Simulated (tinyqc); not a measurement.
Stretching all distances: RHF, UHF, MP2, CISD and CCSD against full CI in the sto-6g basis, for H2O, spin multiplicity 1. Computed by the program tinyqc with PySCF. All coordinates are multiplied by the scale. c0^2 is the weight of the RHF determinant in the lowest singlet FCI state (UHF is spin-contaminated and may lie near states of higher spin) and n(LUMO) the first natural occupation beyond the occupied space.

Geometry (angstrom):
```
atom,x,y,z
O,0.0000,0.0000,0.0000
H,0.0000,0.6910,0.5670
H,0.0000,-0.6910,0.5670
```

Full CI energy (hartree) and errors against it (kcal/mol):
```
scale,distance 1-2 (angstrom),E(FCI),RHF,UHF,MP2,CISD,CCSD,<S^2> UHF,c0^2,n(LUMO)
0.960,0.858,-75.67398,24.613,24.613,6.457,0.242,0.048,0.000,0.982,0.019
1.270,1.135,-75.72205,49.108,49.108,15.234,1.405,0.161,0.000,0.944,0.056
1.590,1.421,-75.62105,91.773,67.437,31.042,6.631,0.531,0.967,0.848,0.164
1.900,1.698,-75.53222,151.039,35.973,51.537,19.817,-0.333,1.651,0.681,0.362
2.210,1.975,-75.48458,221.329,12.896,69.702,38.056,-8.810,1.882,0.481,0.606
```

What does the comparison show, and why?

UHF parts from RHF first at scale 1.59 of those listed, where <S^2> leaves zero. The weight c0^2 goes from 0.98 to 0.48 and n(LUMO) from 0.02 to 0.61: static correlation grows as the bonds break into open-shell fragments. The spread of the error along the curve, which distorts its shape, is CCSD 9.3, CISD 37.8, UHF 54.5, MP2 63.2, RHF 196.7 kcal/mol. Below FCI somewhere: CCSD, as non-variational methods may be.
